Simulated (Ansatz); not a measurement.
# C4H6 (1,2-butadiene): from total energies to a heat of formation

C4H6 has 10 atoms, charge 0, and is taken as a singlet. As SMILES, `C=C=CC`. The shape is that of a PBE0-D4/def2-TZVP optimisation.

Total energies at B2PLYP/cc-pVDZ, 4 core orbitals frozen (Ansatz 0.2.0); the atoms run unrestricted:

```
species    state  energy (Eh)
   C4H6  singlet  -155.793233
      C  triplet   -37.815961
      H  doublet    -0.497925
```

Harmonic wavenumbers at PBE0-D4/def2-TZVP, in cm⁻¹: 171, 210, 344, 543, 577, 876, 891, 898, 1015, 1057, 1093, 1159, 1359, 1400, 1467, 1475, 1501, 2077, 3044, 3101, 3136, 3139, 3153, 3215.

Measured heats of formation of the gaseous atoms at 298.15 K, in kJ/mol: C 716.9, H 218.0. Spin-orbit lowering of the atoms at 298 K (mean of the ground term's levels less their thermal mean, from spectra), in kJ/mol: C 0.02. Take 1 Eh = 2625.50 kJ/mol, 1 cm⁻¹ = 0.0119627 kJ/mol, RT = 2.479 kJ/mol.

Task: Work out the heat of formation of the gas at 298 K.

Result: 
1. Electronic atomisation energy: 4 × (-37.815961) + 6 × (-0.497925) − (-155.793233) = 1.541839 Eh = 4048.1 kJ/mol.
2. Zero-point energy: half the sum of the wavenumbers, 18450.5 cm⁻¹ = 220.7 kJ/mol.
3. Thermal vibrational enthalpy, Σ hcν̃/(exp(hcν̃/kT) − 1): 5.8 kJ/mol. Translation, rotation and pV of a non-linear molecule: 4 RT = 9.9 kJ/mol.
4. The 10 free atoms carry 5/2 RT each: 62.0 kJ/mol.
5. Spin-orbit coupling lowers the free atoms by 4 × 0.02 = 0.1 kJ/mol.
6. Atomisation enthalpy at 298 K: 4048.1 − 0.1 − 220.7 − 5.8 − 9.9 + 62.0 = 3873.6 kJ/mol.
7. Sum of the atoms' heats of formation: 4175.6 kJ/mol. Heat of formation: 4175.6 − 3873.6 = +302.0 kJ/mol.

The tabulated value is +162.3 kJ/mol (CRC Handbook of Chemistry and Physics), so this level is off by +139.7 kJ/mol, or 3.5 % of the atomisation enthalpy that the table implies (4013.2 kJ/mol). A double-zeta basis underbinds. Anharmonicity and any spin-orbit splitting of the molecule are left out, and so is core correlation.
